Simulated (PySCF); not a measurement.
**Partial charges of tetrahydroborate**

Species: tetrahydroborate, BH₄ (charge -1).
Structure used (PBE0-D3(BJ)/def2-SVP), in Å, numbered top down from 1:
```xyz
5
BH4 angstrom
B      0.0185   -0.0208   -0.0192
H     -0.8096   -0.8263   -0.5031
H      0.1605   -0.2522    1.2036
H     -0.3972    1.1499   -0.1775
H      1.1199   -0.1553   -0.6003
```

Density: PBE0/pcSseg-1 (PySCF); schemes: Mulliken, IAO, Hirshfeld and ESP-fitted. Isolated species at its PBE0-D3(BJ)/def2-SVP geometry, gas phase. The pcSseg-1 basis has no diffuse functions, a weakness for an anion.

Problem. Tabulate the Mulliken, IAO, Hirshfeld and ESP-fitted charges.

Solution. In e:

```csv
atom,environment,Mulliken,IAO,Hirshfeld,ESP-fitted
B1,four-coordinate boron,-0.267,-0.698,-0.295,-0.230
H2,B–H hydrogen,-0.183,-0.075,-0.176,-0.192
H3,B–H hydrogen,-0.183,-0.076,-0.176,-0.193
H4,B–H hydrogen,-0.183,-0.075,-0.176,-0.192
H5,B–H hydrogen,-0.183,-0.076,-0.176,-0.193
```

Mean size of the charges over all atoms: Mulliken 0.200 e, IAO 0.200 e, ESP-fitted 0.200 e, Hirshfeld 0.200 e. Each set sums to the total charge, -1, to within 0.001 e. The IAO scheme projects the occupied orbitals on a minimal set of polarised atomic orbitals and counts the electrons in each atom's part of it. The ESP scheme is a least-squares fit of atom-centred charges to the potential on four shells outside the van der Waals surface, with the total charge fixed.

Lowest charge. All schemes agree: Mulliken B1 (-0.267); IAO B1 (-0.698); Hirshfeld B1 (-0.295); ESP-fitted B1 (-0.230).

Highest charge. All schemes pick atoms of one kind: Mulliken H2, H3, H4 and H5 (-0.183); IAO H2 and H4 (-0.075); Hirshfeld H2, H3, H4 and H5 (-0.176); ESP-fitted H2 and H4 (-0.192).

Problem. How many electrons does the Mulliken scheme count on B1?

Solution. Z − q = 5 − (-0.267) = 5.267.

Problem. Sum the charges by element, for elements with more than one atom.

Solution. 
| element | atoms | Mulliken | IAO | Hirshfeld | ESP-fitted |
| --- | --- | --- | --- | --- | --- |
| H | 4 | -0.733 | -0.302 | -0.705 | -0.770 |
